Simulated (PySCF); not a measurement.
Delta-SCF ions had no search for a lower state. 

Cartesian coordinates (Å):
SMILES: N
```xyz
4

N     -0.0016    -0.0070     0.3039
H      0.9036    -0.2433    -0.1023
H     -0.6637    -0.6566    -0.1200
H     -0.2383     0.9070    -0.0816
```
Charge 0, multiplicity 1.

Question: Estimate the HOMO–LUMO gap, vertical ionisation energy (Delta-SCF), total energy, LUMO and HOMO that TPSSh-D3(BJ)/def2-TZVP // PBE0-D3(BJ)/def2-SVP in PySCF returns for this input.

Answer: 
```yaml
HOMO–LUMO gap: 7.56 eV
vertical ionisation energy (Delta-SCF): 10.79 eV
total_energy: -1539.66 eV
LUMO: 0.73 eV
HOMO: -6.83 eV
```
